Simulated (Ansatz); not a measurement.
We consider bcc Cs, described by PBEsol-D3(BJ) (Ansatz, a first-principles code, plane waves, PAW).

Numerical settings: plane-wave cutoff 520 eV, 14×14×14 k mesh, Fermi–Dirac smearing 0.05 eV, scalar-relativistic PAW data made under PBE.

Pressure at four volumes; x = ln(V/99.317 Å³). One pressure is withheld.

```tsv
V (Å³/atom)	x	P (GPa)
93.358	-0.0619	0.150
99.317	0.0000	-0.001
103.289	0.0392	-0.083
105.276	0.0583	?
```

Task: Pass a parabola P(x) through the three rows shown, estimate the bulk modulus and its pressure derivative near zero pressure, and predict the withheld pressure.

Result: Slopes between the rows: (-0.001 − (0.150))/(0.0000 − (-0.0619)) = -2.44 and (-0.083 − (-0.001))/(0.0392 − (0.0000)) = -2.09 GPa. Their difference over the span 0.1011 is c = 0.35/0.1011 = 3.5 GPa, so P(x) = 0.150 + (-2.44)(x − (-0.0619)) + 3.5 (x − (-0.0619))(x − (0.0000)). At the middle row B = −dP/dx = −[-2.44 + 3.5 × 0.0619] = 2.2 GPa, and B′ = dB/dP = 2c/B = 3.2. At x = 0.0583 the parabola gives -0.119 GPa; the run gives -0.119 GPa. The Birch–Murnaghan fit to the energies at all volumes has B0 = 2.22 GPa and B′ = 3.0.

Measured, for comparison: bulk modulus 2.11 GPa (corrected for temperature and zero-point phonon effects, our sources range from 2.11 to 2.35; as tabulated in Levämäki et al. (2014), arXiv:1402.3671). Computed (rounded) less measured: bulk modulus +5 % (inside the range of the sources held).

Spin–orbit coupling is not included.
